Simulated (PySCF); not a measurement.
Geometries of 3 isomers of C2H8N2, from PBE0-D3(BJ)/def2-SVP geometry optimisation, gas phase in PySCF. One conformer each, no zero-point energy, no frequencies.

Question: Which is lowest in electronic energy at this level?
A.
```xyz
12
angstrom
C      1.778    0.020   -0.364
N      0.420   -0.456   -0.334
N     -0.405    0.348    0.450
C     -1.792    0.230    0.083
H      1.801    1.029   -0.802
H      2.382   -0.648   -0.998
H      2.269    0.078    0.632
H      0.388   -1.439   -0.049
H     -0.279    0.174    1.451
H     -1.921    0.550   -0.961
H     -2.395    0.889    0.727
H     -2.206   -0.799    0.169
```
B.
```xyz
12
angstrom
N      1.040   -0.932    0.783
C      0.639    0.453    0.611
C     -0.775    0.529    0.056
N     -0.877   -0.236   -1.174
H      1.904   -0.990    1.317
H      1.252   -1.329   -0.131
H      0.659    0.953    1.593
H      1.309    1.032   -0.060
H     -1.479    0.198    0.848
H     -1.010    1.584   -0.161
H     -1.752   -0.032   -1.650
H     -0.910   -1.228   -0.945
```
C.
```xyz
12
angstrom
C     -1.345    0.300    0.038
C     -0.254   -0.739   -0.149
N      0.966   -0.165   -0.674
N      1.691    0.638    0.211
H     -1.562    0.805   -0.915
H     -2.271   -0.159    0.416
H     -1.036    1.068    0.765
H     -0.590   -1.508   -0.864
H     -0.082   -1.265    0.820
H      1.583   -0.892   -1.024
H      1.324    1.586    0.189
H      1.618    0.304    1.179
```

Answer: B. That is ethylenediamine (`NCCN`), 17.3 kcal/mol below the next.

```tsv
SMILES	atoms numbered as above	E (Eh)	relative (kcal/mol)	relative (kJ/mol)	dipole (D)
NCCN	[NH2:1][CH2:2][CH2:3][NH2:4]	-190.15865	0.0	0.0	0.07
CCNN	[CH3:1][CH2:2][NH:3][NH2:4]	-190.13115	17.3	72.2	1.48
CNNC	[CH3:1][NH:2][NH:3][CH3:4]	-190.12106	23.6	98.7	1.67
```

As drawn, the highest has an N–N linkage, which the lowest lacks.
